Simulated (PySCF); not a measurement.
# Continuum solvent and chemical shifts

Bonds (- single, = double, # triple, : aromatic): N1-C2, C2=O3, C2-C4, C4-C5, C5-Cl6. N1 carries H7, H8; C4 carries H9, H10; C5 carries H11, H12. H8 is cis to the C=O or C=S heteroatom; H7 is trans to the C=O or C=S heteroatom.

GIAO PBE0/pcSseg-1 in PySCF on one PBE0-D3(BJ)/def2-SVP conformer, non-relativistic, equivalent nuclei averaged. Solvents enter as an IEF-PCM continuum (chloroform with ε = 4.7, water with ε = 78.4) around the gas-phase geometry. Shifts are referred to TMS computed in the same medium.

In chloroform, δ in ppm: C2 174.4, C5 49.3, C4 42.0, H7 6.42, H8 4.86, H11/H12 3.83, H9/H10 2.44. Dipole moment 2.68 D.

**Question.** How does each δ change in the more polar medium?

**Answer.** 
| atoms | environment | Δδ, water |
| --- | --- | --- |
| C2 | amide carbonyl carbon | +1.8 |
| C5 | sp3 CH2 bonded to Cl | +0.6 |
| C4 | sp3 CH2 α to a carbonyl | +0.5 |
| H7 | hydrogen on an amide-type nitrogen | +0.15 |
| H8 | hydrogen on an amide-type nitrogen | +0.16 |
| H11/H12 | hydrogen on an sp3 CH2 bonded to Cl | +0.08 |
| H9/H10 | hydrogen on an sp3 CH2 α to a carbonyl | +0.03 |

Changes are relative to chloroform. The dipole moment becomes 2.85 D in water.

**Question.** Which nuclei move most (in ppm), and what does the model miss?

**Answer.** C2 (amide carbonyl carbon, +1.8 ppm) in water. A continuum only polarises the solute; specific hydrogen bonds, the anisotropy of aromatic solvents and changes of geometry or conformer are outside it.
